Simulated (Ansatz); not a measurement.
## Worked example: H$_{3}$Si–BH⁺, singlet against H3Si–BH, doublet

Geometry (PBE0/def2-TZVP stationary point of a doublet), kept for both states (H3Si–BH, doublet: A'; H3Si–BH⁺, singlet: A'):

```xyz
6

Si    0.0000    0.0275    0.5292
B     0.0000   -0.1188   -1.4404
H     0.0000    1.3973    1.1216
H     1.2095   -0.6900    1.0219
H    -1.2095   -0.6900    1.0219
H     0.0000    0.4894   -2.4617
```

Basis cc-pVDZ; Ansatz 0.2.0. Correlated methods freeze the noble-gas cores. Prefix R: restricted or restricted open-shell reference; prefix U: unrestricted.

Full CI isn't at hand for all of this; UCCSDT(Q) serves as the reference, and is uncertain by the last step of the cluster series or more.

| level | E(H3Si–BH, doublet) (hartree) | E(H3Si–BH⁺, singlet) (hartree) |
| --- | --- | --- |
| UHF | -315.847637 | -315.564010 |
| UMP2 | -316.011504 | -315.718568 |
| UCCSD(T) | -316.058827 | -315.766581 |
| PBE | -316.413424 | -316.116066 |
| B3LYP | -316.649859 | -316.350054 |
| UCCSDT(Q) | -316.060086 | -315.767983 |

Give the vertical gap, H3Si–BH⁺ singlet less H3Si–BH doublet, at each level in eV (1 hartree = 27.2114 eV), and each error against UCCSDT(Q).

UCCSDT(Q): (-315.767983 − (-316.060086)) × 27.2114 = 7.949 eV (the reference)
B3LYP: (-316.350054 − (-316.649859)) × 27.2114 = 8.158 eV, error 0.209 eV
PBE: (-316.116066 − (-316.413424)) × 27.2114 = 8.092 eV, error 0.143 eV
UCCSD(T): (-315.766581 − (-316.058827)) × 27.2114 = 7.952 eV, error 0.003 eV
UMP2: (-315.718568 − (-316.011504)) × 27.2114 = 7.971 eV, error 0.022 eV
UHF: (-315.564010 − (-315.847637)) × 27.2114 = 7.718 eV, error -0.231 eV

Total energies of functionals can't be set beside those of wave-function methods, since they hold the core's correlation and their own absolute errors; only the differences compare.

In so small a basis the reference is far from its limit while semilocal and hybrid functionals are nearer theirs, so the functionals' errors here hold much of the reference's basis and frozen-core error, which can add to them or hide them.

Each level lands on the state that its own search finds. T1 diagnostics of restricted CCSD: 0.017 and 0.021.
